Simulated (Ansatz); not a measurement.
# BFH6Si: the cost of one run

All numbers below are computed with Ansatz 0.2.0 (UKS B3LYP-D4/STO-3G).

## Step 1: The starting structure

Bond lengths: B1–F2 1.681 Å, B1–H3 1.172 Å, B1–H4 1.171 Å, B1–H5 1.274 Å, B1–Si6 2.278 Å, Si6–H7 1.464 Å, Si6–H8 1.470 Å, Si6–H9 1.462 Å. Angles (14 of 16 angles, heavy atoms first): F2–B1–Si6 101.2°, F2–B1–H3 105.7°, F2–B1–H4 105.2°, F2–B1–H5 45.8°, H3–B1–Si6 111.1°, H4–B1–Si6 111.5°, H5–B1–Si6 55.3°, B1–Si6–H7 111.3°, B1–Si6–H8 121.7°, B1–Si6–H9 101.7°, H3–B1–H4 120.1°, H3–B1–H5 119.1°, H4–B1–H5 119.4°, H7–Si6–H8 106.8°.

Structure file:

```xyz
9

B    -0.1220   -0.3624   -1.0881
F    -1.6647   -0.9608   -0.7901
H     0.5328   -1.2964   -1.3582
H    -0.2709    0.4954   -1.8709
H    -0.8732   -0.4080   -0.0601
Si    0.4338    0.4653    0.9598
H     1.1477   -0.5317    1.7595
H    -0.5673    1.0798    1.8430
H     1.3839    1.5187    0.6051
```

## Step 2: Run 1

150 steps of 0.5 fs at constant energy, with velocities drawn for 1000 K.

input.yaml reads:

```yaml
crystal:
  periodic: [false, false, false]
  atoms:
    - { symbol: B, position_ang: [-0.122, -0.3624, -1.0881] }
    - { symbol: F, position_ang: [-1.6647, -0.9608, -0.7901] }
    - { symbol: H, position_ang: [0.5328, -1.2964, -1.3582] }
    - { symbol: H, position_ang: [-0.2709, 0.4954, -1.8709] }
    - { symbol: H, position_ang: [-0.8732, -0.408, -0.0601] }
    - { symbol: Si, position_ang: [0.4338, 0.4653, 0.9598] }
    - { symbol: H, position_ang: [1.1477, -0.5317, 1.7595] }
    - { symbol: H, position_ang: [-0.5673, 1.0798, 1.843] }
    - { symbol: H, position_ang: [1.3839, 1.5187, 0.6051] }
magnetization:
  spin_polarized: true
basis:
  gaussian: { orbitals: STO-3G }
hamiltonian:
  xc: b3lyp
  dispersion: d4
md:
  timestep: 0.5
  n_steps: 150
  ensemble: nve
  temperature: 1000.0
  initial_velocities: maxwell_boltzmann
  seed: 882555
```

Launch:

```console
$ ansatz run input.yaml --threads 1 --pin off --max-ram 2048MiB --backend cpu --events-out ev --progress --plain --runs-dir out
```

Q: Estimate wall time and peak memory on 1 thread of Arm Neoverse V2, shared host.

About 3.6 min, with a peak of 0.1 GiB.
